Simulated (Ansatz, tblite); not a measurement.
Cost and result up the ladder for BH₂F (4 atoms). The state is a singlet with charge 0. Geometry: PBE-D4/def2-TZVP.

Cartesian coordinates in Å:
```
B -0.0519 0.0048 0.0083
H -0.4313 0.9546 0.6440
H -0.7720 -0.8442 -0.4508
F 1.2552 -0.1151 -0.2015
```

Ansatz on 4 threads of Arm Neoverse V1 on a shared host; xTB runs through tblite on one thread. Times are rough, summed over both states, and most runs start from the orbitals of an earlier one. CCSD(T)/def2-TZVPP serves as the yardstick here, not as an exact answer. The other state is a doublet.

The xTB rows come from tblite. Correlated methods freeze 2 core orbitals.

Correlated methods converge slowly with the basis.

Raw xTB energies of ions are shifted by several eV.

| level | functions | wall time | vertical IE (eV) | difference from CCSD(T)/def2-TZVPP (eV) |
| --- | --- | --- | --- | --- |
| GFN2-xTB | 10 | 0.002 s | 16.22 | 3.49 |
| GFN1-xTB | 12 | 0.003 s | 16.99 | 4.26 |
| PBE-D4/def2-TZVP | 74 | 0.65 s | 12.09 | -0.64 |
| PBE0-D4/def2-TZVP | 74 | 0.75 s | 12.43 | -0.31 |
| r2SCAN-D4/def2-TZVP | 74 | 1.5 s | 12.23 | -0.50 |
| CCSD(T)/def2-TZVPP | 90 | 2 s | 12.73 | 0.00 |
